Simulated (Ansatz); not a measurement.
Geometry optimisation, Ansatz, UKS PBE0-D4/def2-SVP.

Input:

```yaml
crystal:
  periodic: [false, false, false]
  atoms:
    - { symbol: C, position_ang: [-1.24371, -0.21088, -0.66926] }
    - { symbol: "N", position_ang: [-0.01644, -0.43219, -0.30817] }
    - { symbol: Si, position_ang: [1.17868, 0.19046, 0.63013] }
    - { symbol: H, position_ang: [-0.08923, -1.26661, -0.92464] }
    - { symbol: H, position_ang: [-1.84499, 0.62454, -0.33155] }
    - { symbol: H, position_ang: [1.25806, 1.3676, 1.48669] }
    - { symbol: H, position_ang: [2.366, -0.63077, 0.54913] }
magnetization:
  spin_polarized: true
  initial_magnetization: 1
basis:
  gaussian: { orbitals: def2-SVP }
hamiltonian:
  xc: pbe0
  dispersion: d4
relax:
  f_tol: 0.02
  max_steps: 50
```

Launched with:

```bash
$ ansatz run input.yaml --threads 2 --pin off --max-ram 3072MiB --backend cpu --events-out ev --progress --plain --runs-dir out
```

**Question.** Where does it end, and by what steps?

**Answer.** The run converged. The force dipped under the threshold on the way, but the program's further checks kept it going. After 15 steps the energy has fallen by 1.924 eV; H5 moved furthest, 0.85 Å.

```
step  energy less start (eV)  largest force component (eV/Å)  accepted
   0                  0.0000                           3.434       yes
   1                 -0.7480                           2.684       yes
   2                 -1.3955                           1.691       yes
   3                 -1.6945                           1.352       yes
   4                 -1.7393                           1.496       yes
   5                 -1.8424                           0.701       yes
   6                 -1.8722                           0.332       yes
   7                 -1.8861                           0.156       yes
   8                 -1.8991                           0.254       yes
   9                 -1.9076                           0.410       yes
  10                 -1.9167                           0.237       yes
  11                 -1.9221                           0.108       yes
  12                 -1.9237                           0.089       yes
  13                 -1.9230                           0.103        no
  14                 -1.9240                           0.019       yes
  15                 -1.9243                           0.015       yes
```

```xyz
7
Properties=species:S:1:pos:R:3
C -1.130 0.069 -0.757
N -0.157 -0.691 -0.323
Si 1.104 -0.221 0.907
H -0.102 -1.624 -0.736
H -1.113 1.041 -0.204
H 0.600 1.113 1.372
H 2.407 -0.046 0.174
```

Run time: 12 s on 2 threads of AMD EPYC 9R45 96-Core Processor (Zen 5) (shared host), peak memory 0.18 GiB.
